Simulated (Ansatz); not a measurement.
Geometry optimisation, RKS B3LYP-D4/def2-SVP (Ansatz 0.2.0).

The input (input.yaml):

```yaml
crystal:
  periodic: [false, false, false]
  atoms:
    - { symbol: Al, position_ang: [0.07981, 0.207633, 0.187715] }
    - { symbol: C, position_ang: [0.110914, 0.076867, 2.150871] }
    - { symbol: H, position_ang: [-0.855688, -0.234185, 2.587768] }
    - { symbol: H, position_ang: [0.88825, -0.623786, 2.505968] }
    - { symbol: H, position_ang: [0.348802, 1.059693, 2.603893] }
    - { symbol: "N", position_ang: [1.599707, 0.132714, -0.737998] }
    - { symbol: H, position_ang: [2.532993, -0.007072, -0.36059] }
    - { symbol: H, position_ang: [1.64661, 0.200094, -1.750752] }
    - { symbol: H, position_ang: [-1.241065, 0.441152, -0.654952] }
    - { symbol: H, position_ang: [-0.555453, -2.437786, 0.651083] }
    - { symbol: H, position_ang: [-0.427979, -1.959023, 1.172695] }
basis:
  gaussian: { orbitals: def2-SVP }
hamiltonian:
  xc: b3lyp
  dispersion: d4
relax:
  f_tol: 0.03
  max_steps: 50
```

Run as:

```bash
$ ansatz run input.yaml --threads 2 --pin off --max-ram 3072MiB --backend cpu --events-out ev --progress --plain --runs-dir out
```

Where does it end, and by what steps?

The forces met the threshold. After 10 steps the energy has fallen by 0.127 eV; H11 moved furthest, 0.60 Å.

| step | energy less start (eV) | largest force component (eV/Å) | accepted |
| --- | --- | --- | --- |
| 0 | 0.0000 | 1.292 | yes |
| 1 | -0.0965 | 0.179 | yes |
| 2 | -0.1067 | 0.734 | yes |
| 3 | -0.1000 | 0.455 | no |
| 4 | -0.1194 | 0.037 | yes |
| 5 | -0.1213 | 0.070 | yes |
| 6 | -0.1243 | 0.049 | yes |
| 7 | -0.1254 | 0.078 | yes |
| 8 | -0.1260 | 0.054 | yes |
| 9 | -0.1264 | 0.040 | yes |
| 10 | -0.1268 | 0.021 | yes |

```xyz
11
Properties=species:S:1:pos:R:3
Al 0.109 0.215 0.270
C 0.206 0.257 2.228
H -0.674 -0.219 2.693
H 1.107 -0.245 2.619
H 0.231 1.298 2.597
N 1.603 0.097 -0.690
H 2.543 0.013 -0.314
H 1.643 0.113 -1.705
H -1.240 0.357 -0.551
H -0.690 -2.575 0.228
H -0.710 -2.456 0.980
```

Whether the end is a true minimum wasn't checked by a vibrational analysis.

The run took 11 s on 2 threads of Intel(R) Xeon(R) 6975P-C (Granite Rapids), with other jobs on the host, peak memory 0.17 GiB.
